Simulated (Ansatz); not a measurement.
Geometry optimisation, UKS B3LYP-D4/6-31G* (Ansatz).

The input (input.yaml):

```yaml
crystal:
  periodic: [false, false, false]
  atoms:
    - { symbol: B, position_ang: [0.0, 0.0, 0.0] }
    - { symbol: F, position_ang: [0.0, 0.0, 1.57] }
    - { symbol: H, position_ang: [1.0305, 0.0, -0.595] }
    - { symbol: H, position_ang: [-1.0305, 0.0, -0.595] }
    - { symbol: H, position_ang: [0.0, 0.0, 2.79] }
magnetization:
  spin_polarized: true
  initial_magnetization: 1
basis:
  gaussian: { orbitals: "6-31G*" }
hamiltonian:
  xc: b3lyp
  dispersion: d4
relax:
  f_tol: 0.15
  max_steps: 25
  restrain:
    - { distance: [1, 4], at: 2.12, k: 30.0 }
    - { distance: [0, 1], at: 1.32, k: 30.0 }
```

Run as:

```bash
$ ansatz run input.yaml --threads 1 --pin off --max-ram 2048MiB --backend cpu --events-out ev --progress --plain --runs-dir out
```

Question: Where does it end, and by what steps?

Answer: It converged. The restraints hold the end off the free minimum. After 4 steps the energy has fallen by 2.162 eV (the restraints' own energy left out); H5 moved furthest, 0.56 Å.

| step | energy less start (eV) | largest force component (eV/Å) | accepted |
| --- | --- | --- | --- |
| 0 | 0.0000 | 6.571 | yes |
| 1 | -1.5856 | 4.191 | yes |
| 2 | -1.9443 | 3.589 | yes |
| 3 | -2.1279 | 0.826 | yes |
| 4 | -2.1623 | 0.314 | yes |

```xyz
5
Properties=species:S:1:pos:R:3
B 0.000 0.000 -0.097
F 0.000 0.000 1.226
H 1.060 0.000 -0.657
H -1.060 0.000 -0.657
H 0.000 0.000 3.354
```

Run time: 3.7 s on 1 thread of Intel(R) Xeon(R) 6975P-C (Granite Rapids), with other jobs on the host, peak memory 0.12 GiB.
